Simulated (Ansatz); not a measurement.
```yaml
crystal:
  periodic: [false, false, false]
  atoms:
    - {symbol: C, position_ang: [-1.218174, 0.088646, -0.057724]}
    - {symbol: C, position_ang: [0.182864, 0.196268, -0.112952]}
    - {symbol: C, position_ang: [0.791064, -1.052498, 0.059876]}
    - {symbol: N, position_ang: [0.685728, 1.039330, 0.784990]}
    - {symbol: O, position_ang: [0.528115, 0.716181, -1.260355]}
    - {symbol: H, position_ang: [-1.514431, -0.266942, 0.834667]}
    - {symbol: H, position_ang: [-1.634571, 0.992708, -0.197132]}
    - {symbol: H, position_ang: [-1.569930, -0.535823, -0.765834]}
    - {symbol: H, position_ang: [0.576057, -1.440919, 0.962538]}
    - {symbol: H, position_ang: [0.469855, -1.701259, -0.637717]}
    - {symbol: H, position_ang: [1.785020, -0.948236, -0.021392]}
    - {symbol: H, position_ang: [0.513105, 0.735591, 1.647728]}
    - {symbol: H, position_ang: [0.287659, 1.876846, 0.687932]}
    - {symbol: H, position_ang: [0.105864, 0.273335, -1.898038]}
basis:
  gaussian: {orbitals: def2-TZVPD}
magnetization: {spin_polarized: true, initial_magnetization: 2}
hamiltonian: {xc: {name: BHLYP}}
output: {forces: true}
```

```sh
$ ansatz run in.yaml --threads 4 --pin off --events-out ev --progress --plain --max-ram 10444MiB
```

It prints (some lines left out):

```
Functional definition: BHLYP
1546 factors; their error is unknown
mean field evaluation 1: about -6776.1355 eV, gradient 4.6e1 eV
mean field evaluation 2: about -6778.5788 eV, gradient 3.9e1 eV
mean field evaluation 4: about -6784.8878 eV, gradient 2.4e0 eV
mean field evaluation 8: about -6785.0400 eV, gradient 2.0e-1 eV
mean field evaluation 16: about -6785.0589 eV, gradient 6.7e-3 eV
mean field -6785.05887029 eV, -249.3463144049 hartree, gradient 9.8e-6 eV, S^2 2.005763; 2 other end points of the search recorded, 0 dependent functions left out
reference -6785.05904440 eV, -249.3463208034 hartree; 22, 20 occupied and 247, 249 virtual orbitals, 1546 factors
Total energy: -6785.05904440 eV, -249.3463208034 hartree
Atom 0 at    -1.218174     0.088646    -0.057724 Å, force    -1.930650     0.701179     1.553808 eV/Å
Atom 1 at     0.182864     0.196268    -0.112952 Å, force     2.100088    -0.945723    -1.752789 eV/Å
Atom 2 at     0.791064    -1.052498     0.059876 Å, force     0.716216    -1.792343     0.405027 eV/Å
Atom 3 at     0.685728     1.039330     0.784990 Å, force     0.170061    -0.092401    -0.392197 eV/Å
Atom 4 at     0.528115     0.716181    -1.260355 Å, force     3.357791     4.135861    -1.431561 eV/Å
Atom 5 at    -1.514431    -0.266942     0.834667 Å, force    -1.271301    -1.186303     3.106832 eV/Å
Atom 6 at    -1.634571     0.992708    -0.197132 Å, force    -1.653389     3.030988    -0.418065 eV/Å
Atom 7 at    -1.569930    -0.535823    -0.765834 Å, force    -0.700933    -2.208652    -2.588051 eV/Å
Atom 8 at     0.576057    -1.440919     0.962538 Å, force    -0.673206    -1.406841     3.137094 eV/Å
Atom 9 at     0.469855    -1.701259    -0.637717 Å, force    -1.084932    -2.212533    -2.467302 eV/Å
Atom 10 at     1.785020    -0.948236    -0.021392 Å, force     3.549893     0.114697    -0.293690 eV/Å
Atom 11 at     0.513105     0.735591     1.647728 Å, force     0.274042    -1.667960     5.866529 eV/Å
Atom 12 at     0.287659     1.876846     0.687932 Å, force    -0.700426     5.678379    -0.616568 eV/Å
Atom 13 at     0.105864     0.273335    -1.898038 Å, force    -2.153254    -2.148350    -4.109066 eV/Å
Dipole moment:    -0.035042    -0.412609    -0.475705 e Å
```

Run time 16 s (4 threads of an Arm Neoverse V1 on a shared host); peak host memory 0.97 GiB.
